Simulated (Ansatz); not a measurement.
# CHClF+ (SMILES F[CH+]Cl): functionals against CCSD(T) at one geometry

One table from this session's results is given with a row withheld; the runs are named, their logs left out.

Program: Ansatz 0.2.0, Gaussian basis. Level of theory: single points in def2-TZVPP. These are calculated values, not measurements.

Correlated methods freeze the cores.

### Where the work starts

SMILES `F[CH+]Cl`, 4 atoms, charge 1, spin multiplicity 1.

Atoms are counted from 1 here; the program's logs count them from 0.

Bond lengths: F1–C2 1.337 Å, C2–Cl3 1.580 Å, C2–H4 1.056 Å. Angles: F1–C2–Cl3 117.0°, F1–C2–H4 118.8°, Cl3–C2–H4 122.3°.

Geometry (Å):

```xyz
4
charge 1, multiplicity 1
F     0.33070   -1.07530    0.75380
C     0.15120    0.00970   -0.00630
Cl   -1.13170    0.03450   -0.92900
H     0.70470    0.88200    0.21320
```

Set-up of the first run:

Input file run/in.yaml:

```yaml
crystal:
  periodic: [false, false, false]
  atoms:
    - {symbol: F, position_ang: [0.330700, -1.075300, 0.753800]}
    - {symbol: C, position_ang: [0.151200, 0.009700, -0.006300]}
    - {symbol: Cl, position_ang: [-1.131700, 0.034500, -0.929000]}
    - {symbol: H, position_ang: [0.704700, 0.882000, 0.213200]}
basis:
  gaussian: {orbitals: def2-TZVPP}
total_charge: 1
correlation: {method: ccsd_t}
output: {forces: true}
```

The command line of these runs was not kept.

Among the steps run: CCSD(T)/def2-TZVPP; PBE0-D4/def2-TZVPP; wB97M-V/def2-TZVPP; r2SCAN-D4/def2-TZVPP; PBE-D4/def2-TZVPP; SPW92/def2-TZVPP; B97M-V/def2-TZVPP.

One of the session's tables, all rows but one given; the rest of the session is left out.

```
   method  RMS force component (eV/Å)  angle to CCSD(T) forces (°)
  CCSD(T)                       1.742                    reference
  PBE0-D4                           ?                            ?
  wB97M-V                       1.794                          3.5
r2SCAN-D4                       1.714                          2.2
   PBE-D4                       1.596                          7.5
    SPW92                       1.867                          8.6
   B97M-V                       1.778                          4.9
```

Q: Estimate the row for PBE0-D4 from the others.

**Answer.** RMS force component (eV/Å): 1.889; angle to CCSD(T) forces (°): 4.8. In the column «RMS force component (eV/Å)» it is the highest.
